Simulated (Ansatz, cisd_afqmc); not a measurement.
System: Cl, charge 0, doublet.

Total energies in aug-cc-pV(T+d)Z, 7 correlated electrons, 5 frozen orbitals. Open shells are spin-unrestricted; no spin-orbit coupling. Cores are frozen in correlated methods. No relativity. The Monte Carlo rows (phaseless AFQMC, CISD trial, step 0.005/hartree) carry one-sigma bars that omit the constraint's bias. Outlying blocks are dropped, and bars are widened where a walk drifts. Over all cases where full CI ran beside it in this data, AFQMC minus full CI had a median of +0.1 mEh and passed +0.4 mEh in a tenth of the cases.

| method | program | energy (Eh) | minus CCSDTQ (mEh) |
|---|---|---|---|
| HF | Ansatz | -459.48609 | 192.74 |
| MP2 | Ansatz | -459.64798 | 30.84 |
| CCSD | Ansatz | -459.67145 | 7.37 |
| CCSD(T) | Ansatz | -459.67786 | 0.97 |
| CCSDT(Q) | Ansatz | -459.67881 | 0.02 |
| CCSDTQ | Ansatz | -459.67883 | 0.00 |
| AFQMC/CISD | cisd_afqmc | -459.6783 ± 0.0001 | 0.5 ± 0.1 |

Ansatz is a first-principles code.
